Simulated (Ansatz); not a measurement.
# AlH4N: the cost of one run

Method: RKS BLYP/def2-SVP, in Ansatz 0.2.0.

## Step 1: The system as given

Bond lengths: Al1–N2 2.120 Å, N2–H3 1.060 Å, N2–H4 1.060 Å, Al1–H5 1.760 Å, Al1–H6 1.560 Å. Angles: Al1–N2–H3 80.9°, Al1–N2–H4 156.6°, H3–N2–H4 120.0°, N2–Al1–H5 43.0°, N2–Al1–H6 160.6°, H5–Al1–H6 156.4°.

Coordinates:

```xyz
6

Al    0.0000    0.0000    0.0000
N     1.3790    0.0000    1.6102
H     0.5020   -0.2713    2.1402
H     2.2560    0.2713    2.1402
H     1.7491    0.0000    0.1958
H    -1.3510    0.0000   -0.7800
```

## Step 2: Pulling towards end A

Springs on the bonds that form and break draw the guess towards this end; the thresholds are loose.

Input file input.yaml:

```yaml
crystal:
  periodic: [false, false, false]
  atoms:
    - { symbol: Al, position_ang: [0.0, 0.0, 0.0] }
    - { symbol: "N", position_ang: [1.379, 0.0, 1.6102] }
    - { symbol: H, position_ang: [0.502, -0.2713, 2.1402] }
    - { symbol: H, position_ang: [2.256, 0.2713, 2.1402] }
    - { symbol: H, position_ang: [1.7491, 0.0, 0.1958] }
    - { symbol: H, position_ang: [-1.351, 0.0, -0.78] }
basis:
  gaussian: { orbitals: def2-SVP }
hamiltonian:
  xc: blyp
relax:
  f_tol: 0.15
  max_steps: 25
  restrain:
    - { distance: [1, 4], at: 2.26, k: 30.0 }
    - { distance: [0, 1], at: 1.92, k: 30.0 }
    - { distance: [0, 4], at: 1.56, k: 30.0 }
```

Command:

```console
$ ansatz run input.yaml --threads 1 --pin off --max-ram 2048MiB --backend cpu --events-out ev --progress --plain --runs-dir out
```

Q: Estimate wall time and peak memory on 1 thread of Intel Xeon 6975P-C (Granite Rapids), shared host.

About 4.8 s, with a peak of 0.12 GiB.
